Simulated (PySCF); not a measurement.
Naphthalene radical anion, C10H8 (charge -1 and doublet state).
Bonds: C1–C2 (aromatic), C2–C3 (aromatic), C3–C4 (aromatic), C4–C5 (aromatic), C5–C6 (aromatic), C6–C7 (aromatic), C7–C8 (aromatic), C8–C9 (aromatic), C9–C10 (aromatic), C1–C10 (aromatic), C4–C9 (aromatic). Hydrogens: H11 on C1; H12 on C2; H13 on C3; H14 on C5; H15 on C6; H16 on C7; H17 on C8; H18 on C10.

The species is `C1=CC=C2C=CC=CC2=C1` (naphthalene radical anion) [SMILES of the parent framework; charge -1 and doublet state].

Computed with UKS B3LYP, IGLO-III on C, pcH-1 on H, non-relativistic, mean-field spin-orbit, GIAO (PySCF 2.14.0). Geometry: PBE0-D3(BJ)/def2-SVP; no solvent, vibrations or thermal averaging. Whether the extra electron is bound in the gas phase wasn't checked; a finite basis holds it in any case. No stability test was run, so a lower SCF solution isn't excluded. No frequencies were computed at this geometry's level, so the symmetric structure isn't shown to be a minimum.

(1) Break the g tensor into its mass correction, gauge correction and orbital-Zeeman/spin–orbit terms.

(2) At 33.946 GHz, how far is the centre of the isotropic spectrum from where a free electron (g = 2.002319) resonates?

(3) Average each term over the three axes. Which is largest in size?

(4) In a frozen sample, at which fields do the three g values resonate at 9.5, 34, 94 and 263 GHz (hyperfine left aside), and which band first spreads them over more than twice a line width of 0.5 mT?

Results:

(1) 
```
                    Δg (ppm)     1     2     3
relativistic mass correction  -148  -148  -148
            gauge correction    13    45    28
   orbital Zeeman/spin–orbit   -65   423  1054
                       total  -199   320   934
```

So g = 2.00212, 2.00264, 2.00325 and g_iso = 2.00267; the tensor is rhombic: the two nearest values differ by 46 % of g3 − g1. Axes: g1 is normal to the molecular plane and g3 points within 1° of the C5–H14 bond.

(2) B = hν/(g μB) with μB/h = 13.99624 MHz/mT gives 1211.28 mT for the free electron and 1211.06 mT at g_iso, 0.21 mT lower.

(3) The orbital-Zeeman/spin–orbit term 471, the mass correction -148 and the gauge correction 29 ppm, for a total of 352 ppm. The orbital-Zeeman/spin–orbit term is the largest in size. The mass correction is the same along every axis, so the anisotropy comes from the other two: their spans along these axes are 32 (gauge) and 1118 ppm (orbital Zeeman/spin–orbit).

(4) 
| band | GHz | B(g3) mT | B(g2) mT | B(g1) mT | spread mT |
| --- | --- | --- | --- | --- | --- |
| X | 9.5 | 338.83 | 338.93 | 339.02 | 0.19 |
| Q | 34.0 | 1212.64 | 1213.01 | 1213.33 | 0.69 |
| W | 94.0 | 3352.59 | 3353.62 | 3354.49 | 1.90 |
| J | 263.0 | 9380.12 | 9382.99 | 9385.43 | 5.31 |

The spread grows in proportion to the frequency. W band is the first where it exceeds 1.0 mT.

Largest spin populations (Mulliken): C8 (+0.26), C10 (+0.26), C5 (+0.26) and C3 (+0.26). Four atoms exceed +0.15. The positive populations add up to 1.23 and the negative ones to -0.23, together 2S = 1.

The HOMO–LUMO gaps are 2.23 eV among the α and 4.31 eV among the β orbitals.
